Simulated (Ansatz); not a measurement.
For zinc-blende HgTe, PBEsol-D3(BJ) (PAW; Ansatz, a first-principles code) gives:

* **lattice parameter a**: 6.428 Å
* **bulk modulus B0**: 47.7 GPa
* **cohesive energy**: 2.19 eV/atom
* **band gap**: 0.00 eV

**Question.** What does LC-ωPBE (Ansatz, plane waves, PAW) give for the same quantities?

**Answer.** 
- lattice constant a: 6.425 Å (hardly moves)
- bulk modulus: 54.7 GPa (increases by 15 %)
- cohesive energy: 1.53 eV/atom (decreases by 0.66 eV/atom)
- band gap: 4.11 eV (goes up by 4.11 eV)

For comparison: lattice constant a 6.46 Å (measured, room temperature, no zero-point or thermal correction; as tabulated in Cava et al. (2013), arXiv:1302.1059); bulk modulus 42.3 GPa (measured, temperature not stated, no zero-point or thermal correction; as tabulated in Toher et al. (2017), arXiv:1611.05714).

Changes are worked out from the printed values.

Unless a cell is named, each level is at its own relaxed cell (PBEsol-D3(BJ) 33.21, LC-ωPBE 33.15 Å³/atom).

Levels without +SOC leave out spin–orbit coupling, which shifts energies and cells of such heavy elements.

Levels without +SOC have no spin–orbit coupling; where heavier elements are present it shifts gaps, mostly down, and can invert bands. A gap of zero means that the bands touch or overlap. Density-functional gaps are differences of (generalised) Kohn–Sham levels.

Ansatz's density-functional and Hartree–Fock values are scalar-relativistic unless marked +SOC, with PAW data made under PBE.
